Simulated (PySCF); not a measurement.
## CFCl + HF → CF₂ + HCl

Level: PBE0 in the def2-TZVP basis family, all electrons, no relativity, computed in PySCF with density fitting; open shells unrestricted.

| species | state and structure | E (Eh) | ZPE (kJ/mol) | H(298 K) − H(0) (kJ/mol) | S° (J/(mol K)) |
| --- | --- | --- | --- | --- | --- |
| CFCl | singlet, Cs, C–Cl 1.738 Å, C–F 1.291 Å; Cl–C–F 106.7° | -597.82400 | 14.6 | 10.9 | 258.8 |
| HF | singlet, C∞v, H–F 0.920 Å | -100.39188 | 24.9 | 8.7 | 173.6 |
| CF₂ | singlet, C2v, C–F 1.296 Å (×2); F–C–F 104.8° | -237.56926 | 18.6 | 10.3 | 240.6 |
| HCl | singlet, C∞v, H–Cl 1.279 Å | -460.66440 | 17.9 | 8.7 | 186.6 |

Problem. What is the electronic reaction energy?

Solution. At PBE0/def2-TZVP, ΔE = -46.7 kJ/mol from the differences of the total energies times 2625.5, downhill. Ligand exchange with HF takes part in thermal etching.

Problem. Add zero-point, thermal and entropy terms for 298.15 K and 1 bar.

Solution. ΔZPE = -3.0 and Δ[H(298) − H(0)] = -0.6 kJ/mol give ΔH° = -50.3 kJ/mol. ΔS° = -5.2 J/(mol K), so ΔG° = -50.3 − 298.15 × (-0.0052) = -49 kJ/mol and log₁₀K = 8.5.

Each species is the lowest minimum found with this bonding; other isomers or fragments can lie lower.
